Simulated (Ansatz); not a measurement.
# BH4+ (singlet): from Hartree-Fock to the top rungs at distance B1–H3 = 1.210 Å, aug-cc-pVDZ

Aim: climb from Hartree-Fock through coupled cluster and multireference methods for BH4+ (singlet) at one geometry and basis, and see what each rung misses.

Method: aug-cc-pVDZ, core rule «outside noble gas», up to 1 orbitals frozen; program: Ansatz 0.2.0, Gaussian basis.

Plan: UHF; CCSD(T) on RHF; BCCD(T) on RHF; CISD; CCSDT(Q) on RHF; CCSDTQ on RHF; CASSCF and MRCISD+Q, 2 electrons in 2 orbitals; CASSCF and NEVPT2, 2 electrons in 2 orbitals; CASSCF and MRCISD+Q, 6 electrons in 8 orbitals; CASSCF and MRCISD+Q(relaxed), 6 electrons in 8 orbitals; CASSCF and NEVPT2, 6 electrons in 8 orbitals; Full CI.

### Step 1. The geometry

The geometry derives from a PBE0/def2-TZVP stationary point (not a proven minimum). One bond is set to the value named and the two fragments are kept rigid.

5 atoms, charge 1, spin multiplicity 1.

Atoms are counted from 1 here; the program's logs count them from 0.

Bond lengths: B1–H2 1.210 Å, B1–H3 1.210 Å, B1–H4 1.210 Å, B1–H5 1.210 Å. Angles: H2–B1–H3 90.0°, H2–B1–H4 90.0°, H2–B1–H5 180.0°, H3–B1–H4 180.0°, H3–B1–H5 90.0°, H4–B1–H5 90.0°.

### Step 2. UHF

in.yaml

```yaml
crystal:
  periodic: [false, false, false]
  atoms:
    - {symbol: B, position_ang: [0.000000, 0.000000, 0.000000]}
    - {symbol: H, position_ang: [-0.015583, 0.861426, 0.849833]}
    - {symbol: H, position_ang: [-0.021323, -0.849967, 0.861171]}
    - {symbol: H, position_ang: [0.021323, 0.849967, -0.861171]}
    - {symbol: H, position_ang: [0.015583, -0.861426, -0.849833]}
basis:
  gaussian: {orbitals: aug-cc-pVDZ}
total_charge: 1
magnetization: {spin_polarized: true, initial_magnetization: 0}
hamiltonian: {xc: hf}
output: {orbitals: {seedname: orbitals}}
```

Launch:

```
> ansatz run in.yaml --threads 1 --pin off --events-out ev --progress --plain --max-ram 2624MiB --backend cpu
```

After this run come: CCSD(T) on RHF; BCCD(T) on RHF; CISD; CCSDT(Q) on RHF; CCSDTQ on RHF; CASSCF and MRCISD+Q, 2 electrons in 2 orbitals; CASSCF and NEVPT2, 2 electrons in 2 orbitals; CASSCF and MRCISD+Q, 6 electrons in 8 orbitals; CASSCF and MRCISD+Q(relaxed), 6 electrons in 8 orbitals; CASSCF and NEVPT2, 6 electrons in 8 orbitals; Full CI.

**Question.** What will the summary of the whole plan be? Wanted: FCI from the RHF energy; RMP2 from FCI; RCCSD from FCI; RCCSD(T) from FCI; RCCSDT(Q) from FCI; NEVPT2 pair from FCI; MRCISD+Q pair from FCI; NEVPT2 valence from FCI; T1 diagnostic.

**Answer**, as computed:

| quantity | value |
| --- | --- |
| FCI from the RHF energy | -3.8093 eV |
| RMP2 from FCI | +808.8 meV |
| RCCSD from FCI | +103.5 meV |
| RCCSD(T) from FCI | +21.5 meV |
| RCCSDT(Q) from FCI | +1.0 meV |
| NEVPT2 pair from FCI | +749.4 meV |
| MRCISD+Q pair from FCI | -20.6 meV |
| NEVPT2 valence from FCI | +427.2 meV |
| levels within 1 kcal/mol (43 meV) | RCCSD(T), BCCD(T), RCCSDT, RCCSDT(Q), RCCSDTQ, MRCISD+Q pair, MRCISD+Q valence, MRCISD+Q(relaxed) valence |
| T1 diagnostic | 0.007 |
| effectively unpaired electrons | 0.06 |

In words: RCCSD(T) misses by +21.5 meV, 0.6 % of the correlation energy. MRCISD+Q pair, MRCISD+Q(relaxed) valence fall below full CI: the +Q correction isn't variational, and the cores differ from full CI's. One determinant dominates. Of the multireference levels listed MRCISD+Q valence comes nearest in total energy (-1.8 meV), which doesn't show that its space is the better one. These misses are within one basis, not against nature.
